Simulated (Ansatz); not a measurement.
Ansatz (an electronic-structure program) input (CCSD(T)/STO-3G):

Ansatz 0.2 input:
```yaml
crystal:
  periodic: [false, false, false]
  atoms:
    - {symbol: C, position_ang: [-0.11732593, -0.15223322, 1.26606261]}
    - {symbol: N, position_ang: [0.09657573, 0.48373527, 0.05773286]}
    - {symbol: C, position_ang: [0.01340334, -0.28201973, -1.16935247]}
    - {symbol: H, position_ang: [0.04882662, 0.42807190, 2.16176395]}
    - {symbol: H, position_ang: [-0.86487752, -0.93328472, 1.27785534]}
    - {symbol: H, position_ang: [0.83640544, 1.16927281, 0.06627815]}
    - {symbol: H, position_ang: [0.78928037, -1.05561135, -1.24473288]}
    - {symbol: H, position_ang: [0.09720524, 0.38619936, -2.02630962]}
    - {symbol: H, position_ang: [-0.95933461, -0.77527729, -1.21924583]}
basis:
  gaussian:
    orbitals: STO-3G
magnetization: {spin_polarized: true, initial_magnetization: 1}
correlation: {method: ccsd_t, electrons: outside_noble_gas}
```

End of the output:

```
integrals: 0.00 GiB planned
291 factors; integrals over basis functions are off by at most 5.4e-5 eV
mean field: 0.05 GiB planned
mean field evaluation 1: about -3590.0408 eV, gradient 9.2e0 eV
mean field evaluation 2: about -3590.2226 eV, gradient 9.1e0 eV
mean field evaluation 4: about -3591.0754 eV, gradient 1.4e0 eV
mean field evaluation 8: about -3591.1259 eV, gradient 1.7e-2 eV
mean field evaluation 16: about -3590.9396 eV, gradient 7.0e-1 eV
mean field -3591.12594953 eV, -131.9714444925 hartree, gradient 2.9e-6 eV, S^2 0.758468; 0 other end points of the search recorded, 0 dependent functions left out
3 core orbitals not correlated
reference -3591.12594953 eV, -131.9714444925 hartree; 10, 9 occupied and 8, 9 virtual orbitals, 291 factors
second order -3.64086803 eV of doubles, -0.00000000 eV of singles
coupled cluster: 0.05 GiB planned
cycle   1  -4.46586765 eV  change   -8.2e-1 eV  update   6.9e-2
cycle   2  -4.88256695 eV  change   -4.2e-1 eV  update   2.9e-2
cycle   3  -4.91656418 eV  change   -3.4e-2 eV  update   8.9e-3
cycle   4  -4.91537149 eV  change    1.2e-3 eV  update   3.3e-3
cycle   5  -4.91430852 eV  change    1.1e-3 eV  update   1.0e-3
cycle   6  -4.91384710 eV  change    4.6e-4 eV  update   3.0e-4
cycle   7  -4.91375481 eV  change    9.2e-5 eV  update   1.1e-4
cycle   8  -4.91380050 eV  change   -4.6e-5 eV  update   4.3e-5
cycle   9  -4.91378629 eV  change    1.4e-5 eV  update   1.4e-5
perturbative correction -0.03917832 eV, -0.0014397768 hartree
Total energy: -3596.07891414 eV, -132.1534625847 hartree
```

It need not be the lowest isomer of its formula.
